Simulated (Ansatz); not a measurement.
Input file:

```yaml
crystal:
  periodic: [false, false, false]
  atoms:
    - {symbol: B, position_ang: [0.000000, -0.897712, 0.910090]}
    - {symbol: N, position_ang: [0.000000, 0.476424, 0.875935]}
    - {symbol: Si, position_ang: [0.000000, 0.061811, -0.840355]}
    - {symbol: H, position_ang: [0.000000, 1.285841, 1.482090]}
basis:
  gaussian: {orbitals: def2-SVP, fitting: {mean_field: def2-universal-jkfit}}
total_charge: 1
magnetization: {spin_polarized: false}
correlation: {method: bccd, electrons: all, diis_vectors: 12}
```

```sh
$ ansatz run in.yaml --threads 1 --pin off --events-out ev --progress --plain --max-ram 2393MiB
```

Output:

```
298 factors; integrals over basis functions are off by at most 1.8e-1 eV
mean field evaluation 1: about -10009.9331 eV, gradient 5.8e1 eV
mean field evaluation 2: about -10013.3325 eV, gradient 4.3e1 eV
mean field evaluation 4: about -10017.4960 eV, gradient 1.2e0 eV
mean field evaluation 8: about -10017.5221 eV, gradient 5.4e-4 eV
mean field evaluation 16: about -10017.5220 eV, gradient 9.9e-2 eV
mean field evaluation 32: about -9996.8811 eV, gradient 2.4e1 eV
mean field -10017.52214818 eV, -368.1371488251 hartree, gradient 1.1e-6 eV, S^2 0.000000; 2 other end points of the search recorded, 0 dependent functions left out; unrestricted orbitals would lower it
reference -10017.52214818 eV, -368.1371488251 hartree; 13, 13 occupied and 38, 38 virtual orbitals, 298 factors
second order -8.40606491 eV of doubles, -0.00000000 eV of singles
cycle   1  -8.73495049 eV  change   -3.3e-1 eV  update   1.0e-1
cycle   2  -9.06452349 eV  change   -3.3e-1 eV  update   3.9e-2
cycle   3  -9.16211596 eV  change   -9.8e-2 eV  update   2.3e-2
cycle   4  -9.15467998 eV  change    7.4e-3 eV  update   8.4e-3
cycle   5  -9.15444367 eV  change    2.4e-4 eV  update   4.0e-3
cycle   6  -9.15614487 eV  change   -1.7e-3 eV  update   1.6e-3
cycle   7  -9.15551589 eV  change    6.3e-4 eV  update   7.4e-4
cycle   8  -9.15548461 eV  change    3.1e-5 eV  update   3.9e-4
cycle   9  -9.15582021 eV  change   -3.4e-4 eV  update   2.0e-4
cycle  10  -9.15576987 eV  change    5.0e-5 eV  update   9.9e-5
cycle  11  -9.15576809 eV  change    1.8e-6 eV  update   5.2e-5
cycle  12  -9.15579768 eV  change   -3.0e-5 eV  update   2.8e-5
Total energy: -10026.67794586 eV, -368.4736181839 hartree
```

Ran on 1 thread of AMD EPYC, shared host: 3 s wall, 0.13 GiB peak host memory.
